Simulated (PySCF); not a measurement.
## CFCl3: calculation against experiment

**The experiment to reproduce.**

NIST CCCBDB Release 22 (SRD 101), experimental dipoles lists, for the gas: dipole moment (microwave Stark effect, vibrational ground state) 0.46 ± 0.02 D.

How close the calculation comes is told at the end.

Species: CFCl3.
Numbering: `[F:1][C:2]([Cl:3])([Cl:4])[Cl:5]`

Structure used (GFN2-xTB), in Å, numbered top down from 1:
```xyz
5
CCl3F angstrom
F      0.0603   -0.1410    1.3961
C      0.0046   -0.0063    0.0667
Cl    -0.4579    1.6606   -0.3126
Cl     1.6028   -0.3706   -0.6039
Cl    -1.2011   -1.1397   -0.5634
```

The PySCF runs (gas phase, on this GFN2-xTB geometry; no spin–orbit coupling):

```csv
level,job,basis functions
"B3LYP/6-311+G(2d,p)",shieldings,159
"B97-D/6-311+G(2d,p)",shieldings,159
"BLYP/6-311+G(2d,p)",shieldings,159
"BP86/6-311+G(2d,p)",shieldings,159
"HF/6-311+G(2d,p)",shieldings,159
"KT2/6-311+G(2d,p)",shieldings,159
"KT3/6-311+G(2d,p)",shieldings,159
"LDA/6-311+G(2d,p)",shieldings,159
"OPBE/6-311+G(2d,p)",shieldings,159
"PBE/6-311+G(2d,p)",shieldings,159
PW91/6-31G*,shieldings,82
X3LYP/6-31G*,shieldings,82
```

All basis functions are spherical.

**Comparison with experiment**

**Dipole moment.** Measured: 0.46 D (NIST CCCBDB Release 22 (SRD 101), experimental dipoles).

```csv
level,computed (D),computed − measured (D),% (from the printed values)
"B3LYP/6-311+G(2d,p)",0.44,-0.02,-4
"B97-D/6-311+G(2d,p)",0.34,-0.12,-26
"BLYP/6-311+G(2d,p)",0.38,-0.08,-17
"BP86/6-311+G(2d,p)",0.33,-0.13,-28
"HF/6-311+G(2d,p)",0.56,+0.10,+22
"KT2/6-311+G(2d,p)",0.36,-0.10,-22
"KT3/6-311+G(2d,p)",0.35,-0.11,-24
"LDA/6-311+G(2d,p)",0.39,-0.07,-15
"OPBE/6-311+G(2d,p)",0.28,-0.18,-39
"PBE/6-311+G(2d,p)",0.34,-0.12,-26
PW91/6-31G*,0.10,-0.36,-78
X3LYP/6-31G*,0.21,-0.25,-54
```

Closest is B3LYP/6-311+G(2d,p) (-0.02 D), furthest PW91/6-31G* (-0.36 D); one molecule doesn't rank methods. The computed dipoles belong to one fixed geometry; measured ones are averaged over vibrations unless marked μe. Magnitudes are compared, not signs.

The geometry is computed, not the measured one. Where a level misses, the cause wasn't examined.
